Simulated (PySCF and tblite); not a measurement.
Values are calculated unless marked as measured or tabulated.
C4H6O, numbered as in [CH:1]#[C:2][CH2:3][CH2:4][OH:5].

Conformers came from 90 starts (ETKDG and KDG, MMFF94s, GFN2-xTB); geometries are PBE0-D3(BJ)/def2-SVP. Free energies are PBE0-D3(BJ)/def2-TZVP single points with GFN2-xTB rigid-rotor and vibrational terms (modes under about 100 cm⁻¹ blended into free rotors). Symmetry numbers and mirror images are counted. Conformers within 4 kcal/mol (GFN2-xTB free energy) were kept, 7 at most. Couplings: B3LYP/pcSseg-1 with pcJ-1 on H (gas phase; spin-dipole term only for pairs with B, N, F, Si or P). Couplings are for ¹H; a prime marks the second kind of pair between the same two sets of atoms. Programs: PySCF with density fitting and tblite.

Torsions listed: C2–C3–C4–O5, C3–C4–O5–H5. Of a mirror pair one member is shown.

| conformer | shape | weight % |
| --- | --- | --- |
| 1 | 60°, -57° | 83.7 |
| 2 | -178°, -68° | 7.7 |
| 3 | -179°, -178° | 5.5 |
| 4 | 66°, -164° | 1.7 |
| 5 | -58°, -57° | 1.4 |

(1) Give the couplings in each conformer and the averages at 298.15 K (pairs that fast motion interchanges averaged).

## Answers

(1) 
| coupling | pairs | 1 | 2 | 3 | 5 | average (Hz) |
| --- | --- | --- | --- | --- | --- | --- |
| ⁴J(H1,H3) | 2 | -4.2 | -4.3 | -4.4 | -4.3 | -4.3 |
| ²J(H3,H3) | 1 | -18.9 | -18.3 | -18.9 | -20.1 | -18.9 |
| ³J(H3,H4) | 2 | 3.9 | 13.4 | 13.7 | 4.1 | 5.2 |
| ³J(H3,H4′) | 2 | 7.7 | 5.6 | 5.9 | 8.1 | 7.5 |
| ⁴J(H3,H5) | 2 | -0.7 | -0.2 | -0.6 | -0.5 | -0.6 |
| ²J(H4,H4) | 1 | -12.4 | -13.6 | -8.3 | -13.0 | -12.3 |
| ³J(H4,H5) | 2 | 9.2 | 10.3 | 1.2 | 9.4 | 8.9 |
